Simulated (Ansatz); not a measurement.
Abridged output of a molecular run in Ansatz:

```
Functional definition: HF
665 factors; integrals over basis functions are off by at most 1.2e-3 eV
mean field evaluation 1: about -17816.7068 eV, gradient 3.2e1 eV
mean field evaluation 2: about -17816.7079 eV, gradient 3.2e1 eV
mean field evaluation 4: about -17818.9809 eV, gradient 2.6e0 eV
mean field evaluation 8: about -17819.0101 eV, gradient 8.2e-2 eV
mean field evaluation 16: about -17819.0081 eV, gradient 3.2e-1 eV
mean field -17819.01013423 eV, -654.8365442741 hartree, gradient 2.2e-6 eV, S^2 0.000000; 0 other end points of the search recorded, 0 dependent functions left out; unrestricted orbitals would lower it
11 core orbitals not correlated: weight in the atoms' cores, before any rotation towards them, 1.000 or more for the frozen orbitals, at most 0.000 for the correlated occupied ones
reference -17819.01013423 eV, -654.8365442741 hartree; 9, 9 occupied and 50, 50 virtual orbitals, 665 factors
second order -9.90297769 eV of doubles, -0.00000000 eV of singles
cycle   1  -10.54909849 eV  change   -6.5e-1 eV  update   9.9e-2
cycle   2  -10.95638674 eV  change   -4.1e-1 eV  update   3.3e-2
cycle   3  -11.06708662 eV  change   -1.1e-1 eV  update   1.8e-2
cycle   4  -11.05695931 eV  change    1.0e-2 eV  update   4.7e-3
cycle   5  -11.05695489 eV  change    4.4e-6 eV  update   1.8e-3
cycle   6  -11.05723732 eV  change   -2.8e-4 eV  update   5.5e-4
cycle   7  -11.05698388 eV  change    2.5e-4 eV  update   2.1e-4
cycle   8  -11.05699317 eV  change   -9.3e-6 eV  update   6.4e-5
cycle   9  -11.05701893 eV  change   -2.6e-5 eV  update   2.1e-5
cycle  10  -11.05701005 eV  change    8.9e-6 eV  update   7.5e-6
perturbative correction -0.26141685 eV, -0.0096068919 hartree
Total energy: -17830.32856113 eV, -655.2524887907 hartree
```

Its atoms:

Cartesian coordinates in Å:
```
Si -1.697 -1.385 -0.534
O -0.941 -0.192 0.309
Si 0.484 0.638 0.407
H -0.538 -1.716 -1.507
H 1.435 0.128 -0.615
H 0.209 2.077 0.173
H 1.047 0.450 1.766
```

(1) Which basis set was used?
A. def2-QZVPP
B. def2-TZVPP
C. def2-SVP
D. def2-SVPD

(2) Write the keys of the input that set method, charge and spin (a neutral closed shell needs none for the last two).

## Answers

(1) C. It gives 70 functions.

(2) 
```yaml
correlation: {method: ccsd_t}
```
